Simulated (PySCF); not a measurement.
# Cyanide Anion (CN−): NMR shifts in gas and solvents

Aim: compute the NMR shifts of Cyanide Anion (CN−) (`[C-]#N`), and see what a dielectric continuum does where one was used.

The runs use PySCF 2.14.0, with density-fitted response routines of our own; the level of theory stands in each step. All values are computed, except where a source is named. Atoms count from 0, in the outputs and in this text.

## 1. Starting geometry

2 atoms, charge -1, multiplicity 1; geometry from: GFN2-xTB. The atoms were then displaced at random by about 0.01 Å, so the start is not that level's minimum.

Bonds of the start (Å): C0–N1 1.23.

## 2. Relaxing the molecule at PBE0-D3(BJ)/def2-TZVP

The job: settings as JSON, then the geometry in Å.

```
{"job": {"xc": "PBE0", "basis": "def2-TZVP", "d3": "d3bj", "grid": 2, "shake": 0.01, "kind": "geom"}, "charge": -1, "multiplicity": 1}
C      0.621830    -0.028740     0.001690
N     -0.604340    -0.000070    -0.013810
```

On the command line:

```console
$ OMP_NUM_THREADS=1 python probes_run.py task.json out
```

One launch serves the whole session: the jobs run in the order shown.

Log:

```text
step   0  E = -92.76691500  max force = 0.101926
step   1  E = -92.76527284  max force = 0.135512
step   2  E = -92.77271292  max force = 0.000114
step   3  E = -92.77271293  max force = 0.000018
optimisation converged
```

Run time: 2.5 s. Hardware: 1 thread of Arm Neoverse V2, shared host; peak memory 0.27 GiB.

Relaxation path: (the energy doesn't fall at every step)

```tsv
step	energy from step 0 (eV)	largest force component (eV/Å)
0	0.0000	5.2412
1	0.0447	6.9683
2	-0.1578	0.0059
3	-0.1578	0.0009
```

The bond:

```tsv
bond	before (Å)	after (Å)	change (Å)
C0–N1	1.227	1.170	-0.057
```

The next job starts from the end point, and lists it.

```tsv
at the end point	value
point group (found at 0.08 Å tolerance)	Cinfv
rotational constants (GHz, main isotopes)	57.134, 57.134
```

## 3. Nuclear shieldings: PBE0/pcSseg-2

The job: settings as JSON, then the geometry in Å.

```
{"job": {"kind": "nmr", "xc": "PBE0", "basis": "pcSseg-2"}, "charge": -1, "multiplicity": 1}
C     -0.528573    -0.236831     0.056920
N      0.546078     0.208241    -0.068919
```

With the program's defaults for keys left out, this is: GIAO PBE0/pcSseg-2 NMR shielding, non-relativistic, gas phase.

Log:

```text
coarse grid: 2152 points
cycle   1  E = -92.7122304513  dE =  2.641e-02  |g| = 4.261e-01  |ddm| = 1.109e+00
cycle   2  E = -92.6591756279  dE =  5.305e-02  |g| = 6.767e-01  |ddm| = 1.282e+00
cycle   3  E = -92.7631584627  dE = -1.040e-01  |g| = 1.620e-01  |ddm| = 5.670e-01
cycle   4  E = -92.7694756642  dE = -6.317e-03  |g| = 1.700e-02  |ddm| = 1.650e-01
cycle   5  E = -92.7695351753  dE = -5.951e-05  |g| = 1.963e-03  |ddm| = 1.167e-02
cycle   6  E = -92.7695360619  dE = -8.866e-07  |g| = 1.652e-04  |ddm| = 2.753e-03
final grid: 22200 points
cycle   7  E = -92.7730106429  dE = -1.136e-05  |g| = 2.654e-03  |ddm| = 1.536e-02
cycle   8  E = -92.7730105653  dE =  7.757e-08  |g| = 2.884e-03  |ddm| = 7.515e-03
cycle   9  E = -92.7730124183  dE = -1.853e-06  |g| = 8.583e-04  |ddm| = 2.979e-03
cycle  10  E = -92.7730125820  dE = -1.637e-07  |g| = 9.840e-05  |ddm| = 6.044e-04
cycle  11  E = -92.7730125840  dE = -1.966e-09  |g| = 8.007e-06  |ddm| = 5.561e-05
cycle  12  E = -92.7730125840  dE = -1.170e-11  |g| = 4.900e-07  |ddm| = 1.336e-05
converged SCF energy = -92.7730125840

GIAO shielding tensors (ppm)
atom      isotropic    diamagn.    paramagn.     s11        s22        s33       span
  0 C       13.397     262.182    -248.785   -119.201   -119.200    278.593    397.794
  1 N      -48.500     336.137    -384.637   -244.615   -244.615    343.729    588.345
```

Run time: 1.6 s. Hardware: 1 thread of Arm Neoverse V2, shared host; peak memory 0.31 GiB.

Shifts follow as δ = σ(reference) − σ, with reference shieldings (ppm) from runs at the same level and on the same kind of geometry: ¹³C TMS 186.0, ¹⁵N NH3 263.8. The references are single molecules in the gas phase, so shifts against H2O, NH3, PH3, H3PO4 or CFCl3 are not on the usual liquid scales and can be off by tens of ppm.

```tsv
atoms	environment	σ (ppm)	δ (ppm)
C0	carbanion centre	13.4	172.6
N1	nitrile nitrogen	-48.5	312.3
```

Charges from the same density, by scheme (e):

```tsv
atoms	Mulliken	IAO	Hirshfeld	ESP fit
C0	-0.66	-0.48	-0.49	-0.56
N1	-0.34	-0.52	-0.51	-0.44
```

Mayer bond orders: C0–N1 2.74.

## 4. Nuclear shieldings: KT3/pcSseg-2

The job: settings as JSON, then the geometry in Å.

```
{"job": {"kind": "nmr", "xc": "KT3", "basis": "pcSseg-2", "pop": false}, "charge": -1, "multiplicity": 1}
C     -0.528573    -0.236831     0.056920
N      0.546078     0.208241    -0.068919
```

Method: GIAO KT3/pcSseg-2 NMR shielding, non-relativistic, gas phase.

Log:

```text
coarse grid: 2152 points
cycle   1  E = -94.2359263023  dE =  8.279e-02  |g| = 5.050e-01  |ddm| = 1.105e+00
cycle   2  E = -94.0038944109  dE =  2.320e-01  |g| = 1.055e+00  |ddm| = 2.547e+00
cycle   3  E = -94.2914851884  dE = -2.876e-01  |g| = 2.870e-01  |ddm| = 1.621e+00
cycle   4  E = -94.3123900214  dE = -2.090e-02  |g| = 2.564e-02  |ddm| = 3.584e-01
cycle   5  E = -94.3125353888  dE = -1.454e-04  |g| = 5.879e-03  |ddm| = 2.651e-02
cycle   6  E = -94.3125453584  dE = -9.970e-06  |g| = 5.128e-04  |ddm| = 1.243e-02
final grid: 22200 points
cycle   7  E = -94.3172794359  dE = -8.853e-05  |g| = 3.059e-03  |ddm| = 6.942e-02
cycle   8  E = -94.3172745908  dE =  4.845e-06  |g| = 5.397e-03  |ddm| = 8.782e-03
cycle   9  E = -94.3172802692  dE = -5.678e-06  |g| = 2.185e-03  |ddm| = 4.683e-03
cycle  10  E = -94.3172814098  dE = -1.141e-06  |g| = 2.634e-04  |ddm| = 2.287e-03
cycle  11  E = -94.3172814305  dE = -2.065e-08  |g| = 3.608e-05  |ddm| = 4.184e-04
cycle  12  E = -94.3172814308  dE = -2.984e-10  |g| = 5.128e-06  |ddm| = 5.996e-05
converged SCF energy = -94.3172814308

GIAO shielding tensors (ppm)
atom      isotropic    diamagn.    paramagn.     s11        s22        s33       span
  0 C       28.776     260.632    -231.856    -96.506    -96.505    279.338    375.844
  1 N      -27.206     337.123    -364.329   -213.173   -213.172    344.727    557.900
```

Wall time 0.88 s (1 thread of Arm Neoverse V2, shared host); peak memory 0.31 GiB.

This run: δ C0 154.5, N1 288.3 ppm.

## 5. NMR shieldings: wB97X-D/pcSseg-2

The job: settings as JSON, then the geometry in Å.

```
{"job": {"kind": "nmr", "xc": "wB97X-D", "basis": "pcSseg-2", "pop": false}, "charge": -1, "multiplicity": 1}
C     -0.528573    -0.236831     0.056920
N      0.546078     0.208241    -0.068919
```

Method: GIAO wB97X-D/pcSseg-2 NMR shielding, non-relativistic, gas phase.

Log:

```text
coarse grid: 2152 points
cycle   1  E = -92.7806807339  dE = -3.592e-02  |g| = 4.607e-01  |ddm| = 1.080e+00
cycle   2  E = -92.7792187637  dE =  1.462e-03  |g| = 5.737e-01  |ddm| = 8.586e-01
cycle   3  E = -92.8461989613  dE = -6.698e-02  |g| = 9.342e-02  |ddm| = 3.029e-01
cycle   4  E = -92.8481177100  dE = -1.919e-03  |g| = 2.392e-02  |ddm| = 6.280e-02
cycle   5  E = -92.8482783760  dE = -1.607e-04  |g| = 3.225e-03  |ddm| = 6.409e-02
cycle   6  E = -92.8482819306  dE = -3.555e-06  |g| = 5.925e-04  |ddm| = 1.091e-02
final grid: 22200 points
cycle   7  E = -92.8530734951  dE = -3.708e-05  |g| = 4.961e-03  |ddm| = 2.571e-02
cycle   8  E = -92.8530672634  dE =  6.232e-06  |g| = 7.495e-03  |ddm| = 6.593e-03
cycle   9  E = -92.8530786135  dE = -1.135e-05  |g| = 3.867e-04  |ddm| = 3.394e-03
cycle  10  E = -92.8530786506  dE = -3.714e-08  |g| = 1.380e-04  |ddm| = 6.070e-04
cycle  11  E = -92.8530786566  dE = -6.004e-09  |g| = 2.258e-05  |ddm| = 1.510e-04
cycle  12  E = -92.8530786570  dE = -3.230e-10  |g| = 4.641e-06  |ddm| = 5.940e-05
converged SCF energy = -92.8530786570

GIAO shielding tensors (ppm)
atom      isotropic    diamagn.    paramagn.     s11        s22        s33       span
  0 C       13.653     262.761    -249.108   -118.793   -118.792    278.545    397.338
  1 N      -49.279     335.923    -385.202   -245.835   -245.831    343.830    589.665
```

It took 0.76 s on 1 thread of Arm Neoverse V2, shared host; peak memory 0.31 GiB.

Key values: δ C0 172.6, N1 311.4 ppm.

## 6. Shielding tensors: B97-2/pcSseg-2

The job: settings as JSON, then the geometry in Å.

```
{"job": {"kind": "nmr", "xc": "B97-2", "basis": "pcSseg-2", "pop": false}, "charge": -1, "multiplicity": 1}
C     -0.528573    -0.236831     0.056920
N      0.546078     0.208241    -0.068919
```

Level: GIAO B97-2/pcSseg-2 NMR shielding, non-relativistic, gas phase.

Log:

```text
coarse grid: 2152 points
cycle   1  E = -92.7835475356  dE =  3.851e-02  |g| = 4.422e-01  |ddm| = 1.101e+00
cycle   2  E = -92.7159148662  dE =  6.763e-02  |g| = 7.270e-01  |ddm| = 1.354e+00
cycle   3  E = -92.8373663612  dE = -1.215e-01  |g| = 1.780e-01  |ddm| = 6.243e-01
cycle   4  E = -92.8451013406  dE = -7.735e-03  |g| = 1.562e-02  |ddm| = 1.829e-01
cycle   5  E = -92.8451504632  dE = -4.912e-05  |g| = 2.340e-03  |ddm| = 1.325e-02
cycle   6  E = -92.8451517501  dE = -1.287e-06  |g| = 2.114e-04  |ddm| = 2.913e-03
final grid: 22200 points
cycle   7  E = -92.8473718623  dE = -1.362e-05  |g| = 1.516e-03  |ddm| = 2.499e-02
cycle   8  E = -92.8473702443  dE =  1.618e-06  |g| = 3.087e-03  |ddm| = 1.910e-03
cycle   9  E = -92.8473722718  dE = -2.028e-06  |g| = 3.401e-04  |ddm| = 1.613e-03
cycle  10  E = -92.8473722983  dE = -2.644e-08  |g| = 8.698e-05  |ddm| = 4.732e-04
cycle  11  E = -92.8473723003  dE = -2.024e-09  |g| = 6.033e-06  |ddm| = 1.042e-04
cycle  12  E = -92.8473723003  dE = -8.413e-12  |g| = 5.932e-07  |ddm| = 5.725e-06
converged SCF energy = -92.8473723003

GIAO shielding tensors (ppm)
atom      isotropic    diamagn.    paramagn.     s11        s22        s33       span
  0 C       17.057     262.629    -245.573   -113.723   -113.723    278.616    392.339
  1 N      -42.150     336.087    -378.238   -235.169   -235.169    343.887    579.057
```

It took 0.63 s on 1 thread of Arm Neoverse V2, shared host; peak memory 0.31 GiB.

In short: δ C0 168.3, N1 303.9 ppm.

## 7. NMR shieldings: WP04/pcSseg-2 in chloroform

The job: settings as JSON, then the geometry in Å.

```
{"job": {"kind": "nmr", "xc": "WP04", "basis": "pcSseg-2", "pop": false, "solvent": "chloroform"}, "charge": -1, "multiplicity": 1}
C     -0.528573    -0.236831     0.056920
N      0.546078     0.208241    -0.068919
```

Level: GIAO WP04/pcSseg-2 NMR shielding, non-relativistic, IEF-PCM chloroform.

Log:

```text
coarse grid: 2152 points
cycle   1  E = -94.9383264244  dE = -6.690e-02  |g| = 6.187e-01  |ddm| = 1.066e+00
cycle   2  E = -94.7704085767  dE =  1.679e-01  |g| = 1.045e+00  |ddm| = 1.489e+00
cycle   3  E = -95.0213138041  dE = -2.509e-01  |g| = 2.765e-01  |ddm| = 8.359e-01
cycle   4  E = -95.0397242459  dE = -1.841e-02  |g| = 1.801e-02  |ddm| = 2.305e-01
cycle   5  E = -95.0398136443  dE = -8.940e-05  |g| = 2.998e-03  |ddm| = 2.087e-02
cycle   6  E = -95.0398155456  dE = -1.901e-06  |g| = 4.342e-04  |ddm| = 2.699e-03
final grid: 22200 points
cycle   7  E = -95.0473201565  dE = -1.549e-05  |g| = 1.797e-03  |ddm| = 1.769e-02
cycle   8  E = -95.0473200262  dE =  1.303e-07  |g| = 1.912e-03  |ddm| = 4.563e-03
cycle   9  E = -95.0473209116  dE = -8.854e-07  |g| = 7.341e-04  |ddm| = 2.363e-03
cycle  10  E = -95.0473210187  dE = -1.071e-07  |g| = 2.000e-04  |ddm| = 4.005e-04
cycle  11  E = -95.0473210269  dE = -8.242e-09  |g| = 1.019e-05  |ddm| = 9.492e-05
cycle  12  E = -95.0473210269  dE = -1.536e-11  |g| = 1.364e-06  |ddm| = 7.792e-06
converged SCF energy = -95.0473210269

GIAO shielding tensors (ppm)
atom      isotropic    diamagn.    paramagn.     s11        s22        s33       span
  0 C       -2.063     263.375    -265.438   -142.889   -142.882    279.583    422.472
  1 N      -50.833     333.917    -384.749   -249.239   -249.227    345.968    595.207
```

Wall time 0.68 s (1 thread of Arm Neoverse V2, shared host); peak memory 0.31 GiB.

Key values: δ C0 177.2, N1 300.9 ppm.

## 8. Nuclear shieldings: wB97X-D/pcSseg-2 in chloroform

The job: settings as JSON, then the geometry in Å.

```
{"job": {"kind": "nmr", "xc": "wB97X-D", "basis": "pcSseg-2", "pop": false, "solvent": "chloroform"}, "charge": -1, "multiplicity": 1}
C     -0.528573    -0.236831     0.056920
N      0.546078     0.208241    -0.068919
```

With the program's defaults for keys left out, this is: GIAO wB97X-D/pcSseg-2 NMR shielding, non-relativistic, IEF-PCM chloroform.

Log:

```text
coarse grid: 2152 points
cycle   1  E = -92.8743254337  dE = -1.296e-01  |g| = 4.494e-01  |ddm| = 1.080e+00
cycle   2  E = -92.8806118393  dE = -6.286e-03  |g| = 5.212e-01  |ddm| = 7.853e-01
cycle   3  E = -92.9352514064  dE = -5.464e-02  |g| = 8.061e-02  |ddm| = 2.657e-01
cycle   4  E = -92.9366818513  dE = -1.430e-03  |g| = 2.224e-02  |ddm| = 5.443e-02
cycle   5  E = -92.9368198462  dE = -1.380e-04  |g| = 2.885e-03  |ddm| = 5.171e-02
cycle   6  E = -92.9368234337  dE = -3.587e-06  |g| = 6.291e-04  |ddm| = 8.567e-03
final grid: 22200 points
cycle   7  E = -92.9416218680  dE = -3.822e-05  |g| = 4.634e-03  |ddm| = 2.509e-02
cycle   8  E = -92.9416180479  dE =  3.820e-06  |g| = 6.443e-03  |ddm| = 5.738e-03
cycle   9  E = -92.9416263712  dE = -8.323e-06  |g| = 3.797e-04  |ddm| = 2.813e-03
cycle  10  E = -92.9416264121  dE = -4.088e-08  |g| = 1.291e-04  |ddm| = 5.826e-04
cycle  11  E = -92.9416264178  dE = -5.663e-09  |g| = 2.695e-05  |ddm| = 1.553e-04
cycle  12  E = -92.9416264183  dE = -5.327e-10  |g| = 5.141e-06  |ddm| = 8.047e-05
converged SCF energy = -92.9416264183

GIAO shielding tensors (ppm)
atom      isotropic    diamagn.    paramagn.     s11        s22        s33       span
  0 C       10.733     263.658    -252.926   -123.175   -123.166    278.539    401.714
  1 N      -46.415     334.594    -381.008   -241.636   -241.626    344.018    585.654
```

It took 0.78 s on 1 thread of Arm Neoverse V2, shared host; peak memory 0.31 GiB.

Key values: δ C0 176.4, N1 310.9 ppm.

## 9. Run by run: NMR shifts

Shifts (ppm), with basis size and wall time:

```tsv
run	C0	N1	functions	time
PBE0/pcSseg-2	172.6	312.3	72	1.6 s
KT3/pcSseg-2	154.5	288.3	72	0.88 s
wB97X-D/pcSseg-2	172.6	311.4	72	0.76 s
B97-2/pcSseg-2	168.3	303.9	72	0.63 s
WP04/pcSseg-2 in chloroform	177.2	300.9	72	0.68 s
wB97X-D/pcSseg-2 in chloroform	176.4	310.9	72	0.78 s
```

## 10. Summary of results

```
                                        quantity               value
                                     point group               Cinfv
            rotational constants (main isotopes)    57.13, 57.13 GHz
          ¹³C shifts against TMS (PBE0/pcSseg-2)           172.6 ppm
          ¹⁵N shifts against NH3 (PBE0/pcSseg-2)           312.3 ppm
range of the shift of C0 (wB97X-D/pcSseg-2 runs)  172.6 to 176.4 ppm
```

In words: The optimisation took 3 steps and gained 0.158 eV; among the close pairs (by a distance rule), C0–N1 changed most, from 1.227 to 1.170 Å. At PBE0/pcSseg-2: The widest tensor belongs to N1: span 588 ppm, with a paramagnetic part of -385 ppm. At one level, wB97X-D/pcSseg-2: In ppm, C0 moves most: its shift spreads over 3.7 ppm, from 172.6 (wB97X-D/pcSseg-2) to 176.4 (wB97X-D/pcSseg-2 in chloroform).
